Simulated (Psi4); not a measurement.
Psi4 input (wB97X-D/6-311+G**):

```
memory 1500 MB

molecule {
-1 2
Li   -0.00000000   -0.00000000   -0.42396811
H     0.00000000    0.00000000    1.27190434
symmetry c1
no_reorient
no_com
}

set {
  basis 6-311+G**
  reference uks
  scf_type pk
  dft_radial_points 99
  dft_spherical_points 590
  e_convergence 1e-8
  d_convergence 1e-7
  maxiter 150
}

e = energy('wb97x-d')
print_out(f'\nFINAL {e:.10f} DIPOLE {variable("CURRENT DIPOLE")[0]:.6f} {variable("CURRENT DIPOLE")[1]:.6f} {variable("CURRENT DIPOLE")[2]:.6f}\n')
```

Output:

```
   => Loading Basis Set <=

    Name: 6-311+G**
    Role: ORBITAL
    Keyword: BASIS
    atoms 1 entry LI         line    66 file 6-311pgss.gbs
    atoms 2 entry H          line    42 file 6-311pgss.gbs

   => WB97X-D: Empirical Dispersion <=

    Chai and Head-Gordon Dispersion Correction
    Chai, J.-D.; Head-Gordon, M. (2010), J. Chem. Phys., 132: 6615-6620

        s6 =       1.000000

         ---------------------------------------------------------
                                   SCF
               by Justin Turney, Rob Parrish, Andy Simmonett
                          and Daniel G. A. Smith
                              UKS Reference
         ---------------------------------------------------------

  ==> Geometry <==

    Molecular point group: c1
    Full point group: C_inf_v

    Geometry (in Angstrom), charge = -1, multiplicity = 2:

       Center              X                  Y                   Z               Mass
    ------------   -----------------  -----------------  -----------------  -----------------
         LI           0.000000000000     0.000000000000    -0.423968110000     7.016003436600
         H            0.000000000000     0.000000000000     1.271904340000     1.007825032230

  Running in c1 symmetry.

  Rotational constants: A = ************  B =      5.83003  C =      5.83003 [cm^-1]
  Rotational constants: A = ************  B = 174779.77430  C = 174779.77430 [MHz]
  Nuclear repulsion =    0.936114996154339

  Charge       = -1
  Multiplicity = 2
  Electrons    = 5
  Nalpha       = 3
  Nbeta        = 2

  ==> Algorithm <==

  SCF Algorithm Type is PK.
  DIIS enabled.
  MOM disabled.
  Fractional occupation disabled.
  Guess Type is SAD.
  Energy threshold   = 1.00e-08
  Density threshold  = 1.00e-07
  Integral threshold = 1.00e-12

  ==> Primary Basis <==

  Basis Set: 6-311+G**
    Blend: 6-311+G**
    Number of shells: 14
    Number of basis functions: 28
    Number of Cartesian functions: 29
    Spherical Harmonics?: true
    Max angular momentum: 2

  ==> DFT Potential <==

   => LibXC <=

    Version 7.1.2
    S. Lehtola, C. Steigemann, M. J. T. Oliveira, and M. A. L. Marques,  SoftwareX 7, 1–5 (2018) (10.1016/j.softx.2017.11.002)

   => Composite Functional: WB97X-D <=

    wB97X-D Hyb-GGA Exchange-Correlation Functional

    J.-D. Chai and M. Head-Gordon,  Phys. Chem. Chem. Phys. 10, 6615–6620 (2008) (10.1039/B810189B)

    Deriv               =              1
    GGA                 =           TRUE
    Meta                =          FALSE

    Exchange Hybrid     =           TRUE
    MP2 Hybrid          =          FALSE

   => Exchange-Correlation Functionals <=

    1.0000   wB97X-D range-separated functional

   => Exact (HF) Exchange <=

    0.7780            HF,LR [omega = 0.2000]
    0.2220               HF

   => LibXC Density Thresholds  <==

    XC_HYB_GGA_XC_WB97X_D:  1.00E-14

   => Molecular Quadrature <=

    Radial Scheme          =       TREUTLER
    Pruning Scheme         =           NONE
    Nuclear Scheme         =       TREUTLER

    Blocking Scheme        =         OCTREE
    BS radius alpha        =              1
    Pruning alpha          =              1
    Radial Points          =             99
    Spherical Points       =            590
    Total Points           =         114711
    Total Blocks           =            949
    Max Points             =            256
    Max Functions          =             28
    Weights Tolerance      =       1.00E-15

  ==> Integral Setup <==

  Using in-core PK algorithm.
   Calculation information:
      Number of atoms:                   2
      Number of AO shells:              14
      Number of primitives:             25
      Number of atomic orbitals:        29
      Number of basis functions:        28

      Integral cutoff                 1.00e-12
      Number of threads:                 1

  Performing in-core PK
  Using 247863 doubles for integral storage.
  We computed 5565 shell quartets total.
  Whereas there are 5565 unique shell quartets.

  Computing range-separated integrals for PK
  We computed 5565 wK shell quartets total.
  Whereas there are 5565 wK unique shell quartets.

  ==> DiskJK: Disk-Based J/K Matrices <==

    J tasked:                  Yes
    K tasked:                  Yes
    wK tasked:                 Yes
    Omega:               2.000E-01
    Schwarz Cutoff:          1E-12


  Cached 100.0% of DFT collocation blocks in 0.090 [GiB].

  Minimum eigenvalue in the overlap matrix is 3.9485141999E-02.
  Reciprocal condition number of the overlap matrix is 1.0110703990E-02.
    Using symmetric orthogonalization.

  ==> Pre-Iterations <==

  SCF Guess: Superposition of Atomic Densities via on-the-fly atomic UHF (no occupation information).

   -------------------------
    Irrep   Nso     Nmo
   -------------------------
     A         28      28
   -------------------------
    Total      28      28
   -------------------------

  ==> Iterations <==

                        Total Energy        Delta E     RMS |[F,P]|

   @UKS iter SAD:    -7.81013918785159   -7.81014e+00   0.00000e+00
   @UKS iter   1:    -8.04308747631490   -2.32948e-01   6.36616e-03 ADIIS/DIIS
   @UKS iter   2:    -8.08955699491142   -4.64695e-02   1.42969e-03 ADIIS/DIIS
   @UKS iter   3:    -8.09260497182903   -3.04798e-03   4.62966e-04 ADIIS/DIIS
   @UKS iter   4:    -8.09397214315919   -1.36717e-03   1.87706e-04 ADIIS/DIIS
   @UKS iter   5:    -8.09430835730143   -3.36214e-04   9.26471e-05 DIIS
   @UKS iter   6:    -8.09441701614437   -1.08659e-04   4.24075e-05 DIIS
   @UKS iter   7:    -8.09444206182287   -2.50457e-05   9.15030e-06 DIIS
   @UKS iter   8:    -8.09444267873107   -6.16908e-07   4.20803e-06 DIIS
   @UKS iter   9:    -8.09444277062226   -9.18912e-08   2.59740e-06 DIIS
   @UKS iter  10:    -8.09444282048034   -4.98581e-08   1.04027e-06 DIIS
   @UKS iter  11:    -8.09444282832641   -7.84607e-09   2.43482e-07 DIIS
   @UKS iter  12:    -8.09444282883903   -5.12619e-10   1.14775e-07 DIIS
   @UKS iter  13:    -8.09444282899071   -1.51674e-10   2.33157e-08 DIIS
  Energy and wave function converged.

  ==> Post-Iterations <==

   Electrons on quadrature grid:
      Nalpha   =    2.9992926532 ; deviation = -7.073e-04
      Nbeta    =    1.9999999034 ; deviation = -9.660e-08
      Ntotal   =    4.9992925566 ; deviation = -7.074e-04

   @Spin Contamination Metric:   2.664736477E-04
   @S^2 Expected:                7.500000000E-01
   @S^2 Observed:                7.502664736E-01
   @S   Expected:                5.000000000E-01
   @S   Observed:                5.000000000E-01

    Orbital Energies [Eh]
    ---------------------

    Alpha Occupied:

       1A     -1.935146     2A     -0.140220     3A     -0.012770

    Alpha Virtual:

       4A      0.082860     5A      0.082860     6A      0.090442
       7A      0.106445     8A      0.155508     9A      0.155508
      10A      0.207520    11A      0.267351    12A      0.279783
      13A      0.279783    14A      0.330498    15A      0.600009
      16A      0.672702    17A      0.672702    18A      0.697247
      19A      0.697247    20A      0.705723    21A      0.709462
      22A      0.709462    23A      0.889653    24A      1.788146
      25A      1.788146    26A      2.061974    27A      2.785608
      28A      3.817298

    Beta Occupied:

       1A     -1.934720     2A     -0.136387

    Beta Virtual:

       3A      0.120261     4A      0.157538     5A      0.157538
       6A      0.192511     7A      0.206010     8A      0.206010
       9A      0.216803    10A      0.253594    11A      0.317156
      12A      0.317156    13A      0.363294    14A      0.408952
      15A      0.610064    16A      0.688671    17A      0.688671
      18A      0.695766    19A      0.695766    20A      0.712915
      21A      0.712915    22A      0.756162    23A      0.921300
      24A      1.792445    25A      1.792445    26A      2.067858
      27A      2.789868    28A      3.820935

    Final Occupation by Irrep:
              A
    DOCC [     2 ]
    SOCC [     1 ]
    NA   [     3 ]
    NB   [     2 ]

  @UKS Final Energy:    -8.09444282899071

   => Energetics <=

    Nuclear Repulsion Energy =              0.9361149961543394
    One-Electron Energy =                 -12.9325601117382440
    Two-Electron Energy =                   5.3479232397435288
    DFT Exchange-Correlation Energy =      -1.4454327133842733
    Empirical Dispersion Energy =          -0.0004882397660592
    VV10 Nonlocal Energy =                  0.0000000000000000
    Total Energy =                         -8.0944428289907080

  UHF NO Occupations:
  HONO-2 :    1  A 1.9999996
  HONO-1 :    2  A 1.9998672
  HONO-0 :    3  A 1.0000000
  LUNO+0 :    4  A 0.0001328
  LUNO+1 :    5  A 0.0000004
  LUNO+2 :    6  A 0.0000000
  LUNO+3 :    7  A 0.0000000

Computation Completed

Properties will be evaluated at   0.000000,   0.000000,   0.000000 [a0]

Properties computed using the SCF density matrix

 Multipole Moments:

 ------------------------------------------------------------------------------------
     Multipole            Electronic (a.u.)      Nuclear  (a.u.)        Total (a.u.)
 ------------------------------------------------------------------------------------

 L = 1.  Multiply by 2.5417464519 to convert [e a0] to [Debye]
 Dipole X            :          0.0000000            0.0000000            0.0000000
 Dipole Y            :         -0.0000000            0.0000000           -0.0000000
 Dipole Z            :          2.1727468            0.0000000            2.1727468
 Magnitude           :                                                    2.1727468

 ------------------------------------------------------------------------------------

FINAL -8.0944428290 DIPOLE 0.000000 -0.000000 2.172747

*** Psi4 exiting successfully. Buy a developer a beer!
```

The dipole moment of an ion depends on the origin.
